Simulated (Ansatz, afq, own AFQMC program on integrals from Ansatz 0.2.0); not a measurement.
## BF, singlet: AFQMC among the cluster methods

```csv
atom,x (Å),y (Å),z (Å)
B,0.0173,-0.0107,0.0084
F,-0.9907,0.5698,-0.4836
```

Basis def2-TZVP. Only valence electrons are correlated. Ansatz 0.2.0 and our own AFQMC program on the same integrals; the CISD trial comes from CCSD amplitudes, and released means the phaseless constraint is let go. Uncertainties: one standard error, sampling alone.

Determinant: RHF, the one that the program's search chose, which needn't be the lowest solution. The geometry is a PBE0/def2-SVP stationary point of this or a neighbouring charge and spin state.

No full CI on the walks' own integrals is used here; CCSDT(Q) serves as the reference and is uncertain by about the last step of the cluster series.

* T1 diagnostic: 0.0160
* weight of the determinant in the CISD state: 0.898
* size of the correlated space: 10 electrons in 60 orbitals

```
  level  correlation energy (eV)
    MP2                  -8.7014
   CCSD                  -9.0550
CCSD(T)                  -9.3447
```

Question: Estimate where AFQMC with the constraint released lies against CCSD(T) on the same integrals.

Answer: 2.2 ± 0.8 kJ/mol below CCSD(T).

Reference: CCSDT(Q), correlation energy -9.367 eV. The released energy is read at 2.40 1/Eh (meV from the phaseless value at times in 1/Eh: -5 ± 4 at 0.24, -8 ± 3 at 0.51, -4 ± 4 at 0.99, -8 ± 5 at 1.62, -4 ± 8 at 2.40).

```csv
level,E − E(reference) (kJ/mol),share of correlation (%)
CCSD(T),2.2,99.76
CCSDT,1.4,99.84
ph-AFQMC/CISD,0.4 ± 0.5,99.96
released AFQMC,0.0 ± 0.8,100.00
```

A walk keeps the symmetry of its determinant, which the program's search chose and which needn't be the lowest solution, so a lower state of the same spin and another symmetry isn't excluded. Released energies are given only where the last usable release times agree within the noise; a slower fall can still hide under it.
